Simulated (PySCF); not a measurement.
Species: 1-chloro-1-propene(Z), C₃H₅Cl.
Z-matrix (Å and degrees, PBE0-D3(BJ)/def2-TZVP geometry), rows numbered from 1:
```
C 
C   1  1.4851
C   2  1.3243  1  127.03
Cl  3  1.7255  2  124.13  1    -0.04
H   1  1.0893  2  111.70  3    -1.19
H   1  1.0939  2  110.57  3  -122.21
H   1  1.0941  2  110.59  3   119.72
H   2  1.0873  1  117.48  3  -179.93
H   3  1.0812  2  123.06  1  -179.93
```

Linear response at PBE0/aug-cc-pVTZ (PySCF, frozen core in the response, non-relativistic). Isolated species at its PBE0-D3(BJ)/def2-TZVP geometry, gas phase.

Static isotropic polarisability: 53.44 au (7.92 Å³), principal values 39.8, 50.7, 69.8 au.

(1) What is the polarisability at 1064 nm and at the sodium D line?

(2) What is the isotropic C6 coefficient between two such molecules, C6 = (3/π)∫α(iω)² dω?

(3) Which effective excitation energy ω̄ makes London's formula C6 = (3/4)α²ω̄ exact here?

(4) What three-body coefficient follows from the one-pole estimate C9 = (3/4)·α·C6?

(5) How many electrons N does the Slater–Kirkwood formula C6 = (3/4)·√N·α^(3/2) need to give this C6?

(6) How anisotropic is the static polarisability, by Δα² = ½[(α1 − α2)² + (α2 − α3)² + (α3 − α1)²]?

Answers

(1) 53.95 au at 1064 nm (+1.0 %), 55.17 au at 589.3 nm (+3.2 %). The rise at 589.3 nm is 3.39 times that at 1064 nm; a pure ω² law gives 3.26. The lowest singlet lies at 204 nm, shorter than both wavelengths.

(2) 1136 au (Eh·bohr⁶) by a ten-point quadrature over imaginary frequencies, which is 679 eV·Å⁶ or 65.5 J·nm⁶/mol.

(3) ω̄ = 4·C6/(3α²) = 0.531 Eh = 14.4 eV. A one-pole form α(ω) = α/(1 − ω²/ω̄²) fitted to the 1064 nm value gives 12.0 eV.

(4) 45600 au. This is an estimate from the two numbers above, not a computed integral.

(5) N = (4·C6/3)²/α³ = 15.0; the species has 40 electrons in all.

(6) Δα = 26.3 au, or 0.49 of the isotropic value.
